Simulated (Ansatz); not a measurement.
The same path of C3H8S2 (13 atoms, charge 0, multiplicity 1) was run twice with different band settings. The coordinate that changes most is the dihedral H8–C1–S2–C3.

Theory: RKS PBE/def2-SVP (Ansatz).

Relaxed end points:

```xyz
13
Properties=species:S:1:pos:R:3
C -1.628 0.654 1.105
S -0.043 1.386 0.571
C 0.466 0.240 -0.780
C 0.632 -1.212 -0.346
S 1.990 0.944 -1.524
H -2.052 1.359 1.847
H -1.504 -0.334 1.592
H -2.342 0.569 0.259
H -0.278 0.320 -1.602
H 0.969 -1.833 -1.201
H 1.381 -1.293 0.468
H -0.325 -1.632 0.027
H 2.754 0.798 -0.402
```

```xyz
13
Properties=species:S:1:pos:R:3
C -1.437 0.403 1.440
S 0.181 1.114 0.987
C 0.432 0.440 -0.709
C 0.440 -1.083 -0.789
S 1.972 1.200 -1.359
H -2.221 0.673 0.701
H -1.707 0.859 2.413
H -1.404 -0.698 1.567
H -0.357 0.862 -1.370
H 0.627 -1.412 -1.831
H 1.233 -1.503 -0.136
H -0.532 -1.509 -0.464
H 2.794 0.620 -0.436
```

Common settings: movable images 7; climbing image yes; spring 5.0 eV/Å²; optimiser quadratic models (default); start path IDPP; force threshold 0.05 eV/Å; end points relaxed.

| run | iteration limit |
| --- | --- |
| 1 | 60 |
| 2 | 6 |

Problem. What does each run give, and how far can it be trusted?

Solution. Run 1: converged after 5 iterations, highest image 0.071 eV above the first end. A vibrational analysis at the climbing image gives one clearly imaginary mode, 171i cm⁻¹: a first-order saddle point.
Run 2: converged after 5 iterations, highest image 0.071 eV above the first end. Another band between the same ends (7 images) ends at a top of the same energy, where a vibrational analysis finds 1 clearly imaginary mode.
